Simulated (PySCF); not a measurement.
Species: 4-methyloxazole, C4H5NO.
Numbering: `[CH3:1][c:2]1[cH:3][o:4][cH:5][n:6]1` (hydrogens: H7, H8, H9 on C1; H10 on C3; H11 on C5)

The same species was optimised twice, with GFN2-xTB and with PBE0-D3(BJ)/def2-SVP (PySCF), and the same property calculations (PySCF, gas phase) were run on both structures.

```csv
coordinate,GFN2-xTB,PBE0-D3(BJ)/def2-SVP,change
C2–N6 (Å),1.372,1.384,+0.012
C1–C2 (Å),1.484,1.490,+0.006
O4–C5 (Å),1.335,1.340,+0.005
C3–O4 (Å),1.354,1.357,+0.003
C2–C3 (Å),1.363,1.364,+0.001
C5–N6 (Å),1.290,1.290,0.000
C2–N6–C5 (°),105.2,104.9,-0.3
C3–O4–C5 (°),104.5,104.7,+0.2
C2–C3–O4 (°),108.3,108.1,-0.2
C1–C2–N6 (°),122.0,121.9,-0.1
C3–C2–N6 (°),107.7,107.8,+0.1
O4–C5–N6 (°),114.3,114.3,0.0
C1–C2–C3 (°),130.2,130.2,0.0
```

Rotational constants: A = 9453, B = 3572, C = 2635 MHz (GFN2-xTB) against A = 9360, B = 3543, C = 2613 MHz (PBE0-D3(BJ)/def2-SVP). Atoms that the bonding makes alike are paired by their places after alignment.

On the GFN2-xTB structure: HOMO (eV) -7.00 [PBE0/pcSseg-1]; LUMO (eV) 0.01 [PBE0/pcSseg-1]; dipole (D) 1.41 [PBE0/pcSseg-1]; GIAO shielding of C1 (ppm) 172.8 [PBE0/pcSseg-1]; GIAO shielding of C2 (ppm) 42.0 [PBE0/pcSseg-1]; GIAO shielding of C3 (ppm) 46.6 [PBE0/pcSseg-1]; GIAO shielding of O4 (ppm) 10.9 [PBE0/pcSseg-1]; GIAO shielding of C5 (ppm) 32.1 [PBE0/pcSseg-1]; GIAO shielding of N6 (ppm) -38.4 [PBE0/pcSseg-1].

Task: What do these properties become on the PBE0-D3(BJ)/def2-SVP structure?

Result: 
| property | level | on GFN2-xTB | on PBE0-D3(BJ)/def2-SVP | change |
| --- | --- | --- | --- | --- |
| HOMO (eV) | PBE0/pcSseg-1 | -7.00 | -7.02 | -0.02 |
| LUMO (eV) | PBE0/pcSseg-1 | 0.01 | -0.04 | -0.05 |
| dipole (D) | PBE0/pcSseg-1 | 1.41 | 1.46 | +0.05 |
| energy, GFN2-xTB geometry as zero (kcal/mol) | PBE0/pcSseg-1 | 0.0 | 0.1 | +0.1 |
| GIAO shielding of C1 (ppm) | PBE0/pcSseg-1 | 172.8 | 171.4 | -1.4 |
| GIAO shielding of C2 (ppm) | PBE0/pcSseg-1 | 42.0 | 42.2 | +0.2 |
| GIAO shielding of C3 (ppm) | PBE0/pcSseg-1 | 46.6 | 44.7 | -1.9 |
| GIAO shielding of O4 (ppm) | PBE0/pcSseg-1 | 10.9 | 3.0 | -7.9 |
| GIAO shielding of C5 (ppm) | PBE0/pcSseg-1 | 32.1 | 31.7 | -0.4 |
| GIAO shielding of N6 (ppm) | PBE0/pcSseg-1 | -38.4 | -39.8 | -1.4 |

The heavy atoms differ by 0.006 Å rms after alignment. Among the bonds compared C2–N6 changes most (+0.012 Å). Changes are differences of the printed values. Neither structure is proved a minimum here.
